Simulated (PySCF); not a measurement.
Level of theory: PBE0 in PySCF with S def2-TZVP, H def2-TZVP; no relativity; density-fitted integrals.

```xyz
7
charge 0 multiplicity 1, angstrom
S     0.0000    0.0000    0.0000
H     0.0000    0.0000    1.4123
H     0.0000    0.0000   -1.4123
H     1.4123    0.0000    0.0000
H     0.0000    1.4123    0.0000
H    -1.4123    0.0000    0.0000
H     0.0000   -1.4123    0.0000
```

SH6 (singlet), along the line from S1 (at 0) through H2 (at 1.412 Å).

Q: Tabulate the fields along this line at -0.49, -0.35, -0.21, -0.07, 0.14, 0.28, 0.42, 0.56, 0.71, 0.85, 0.99, 1.13, 1.27, 1.48, 1.62, 1.77, 1.91, 2.05, 2.19 Å.

A: 
| distance (Å) | electron density (e/Å³) | electron localisation function | electrostatic potential (V) |
| --- | --- | --- | --- |
| -0.49 | 2.01 | 0.0993 | 79.3 |
| -0.35 | 8.14 | 0.506 | 154 |
| -0.21 | 56.4 | 0.86 | 388 |
| -0.07 | 389 | 0.336 | 2160 |
| 0.14 | 121 | 0.65 | 777 |
| 0.28 | 21.9 | 0.814 | 232 |
| 0.42 | 3.43 | 0.148 | 109 |
| 0.56 | 1.62 | 0.232 | 58.5 |
| 0.71 | 1.47 | 0.844 | 32.7 |
| 0.85 | 1.41 | 0.968 | 20.1 |
| 0.99 | 1.43 | 0.988 | 17.3 |
| 1.13 | 1.62 | 0.996 | 26.9 |
| 1.27 | 2.1 | 0.999 | 73.2 |
| 1.48 | 2.26 | 1 | 174 |
| 1.62 | 1.2 | 1 | 40.2 |
| 1.77 | 0.63 | 0.999 | 16.2 |
| 1.91 | 0.337 | 0.999 | 7.54 |
| 2.05 | 0.184 | 0.997 | 3.72 |
| 2.19 | 0.103 | 0.996 | 1.88 |

On a grid of 0.07 Å the density has a local minimum along the bond near 0.92 Å from S, at 1.40 e/Å³, where the ELF is 0.98.
